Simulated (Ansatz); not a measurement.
# A ladder of methods for AlH5S (Al(H2S)H3)

The species is AlH5S (7 atoms), meant as a singlet with charge 0. As SMILES, `[H][Al]([H])([H])<-[SH2]`. The shape comes from GFN2-xTB, which is rough for such elements, and wasn't checked as a minimum.

Each level gives the vertical electron affinity (to the doublet anion) (eV). The values are calculated.

The electron affinity is E(neutral) − E(anion): positive where the electron is bound.

```
          level                    kind  program  value (eV)  CPU time (all runs)
      HF/STO-3G            Hartree–Fock   Ansatz      -10.22               0.35 s
   SVWN5/STO-3G                     LDA   Ansatz       -8.74                2.9 s
    BLYP/STO-3G                     GGA   Ansatz       -8.57                5.6 s
   BHLYP/STO-3G           global hybrid   Ansatz       -9.08                4.1 s
 r2SCAN0/STO-3G         hybrid meta-GGA   Ansatz       -8.87                 11 s
   HSE06/STO-3G  range-separated hybrid   Ansatz       -8.85                6.7 s
  B2PLYP/STO-3G           double hybrid   Ansatz       -9.39                5.9 s
     MP2/STO-3G     perturbation theory   Ansatz      -10.45               0.37 s
CCSDT(Q)/STO-3G   coupled cluster or CI   Ansatz      -10.46                1.4 s
  CCSDTQ/STO-3G   coupled cluster or CI   Ansatz      -10.46                 47 s
```

The values span -10.46 to -8.57 eV. All rows use very small basis sets, so even the best lies far from the true value. Negative values mean that the anion is unbound at that level; they are set by how diffuse the basis is and aren't properties of the molecule. Times are those of the runs behind each value, whatever else they computed, on shared processors of several kinds: orders of magnitude only.
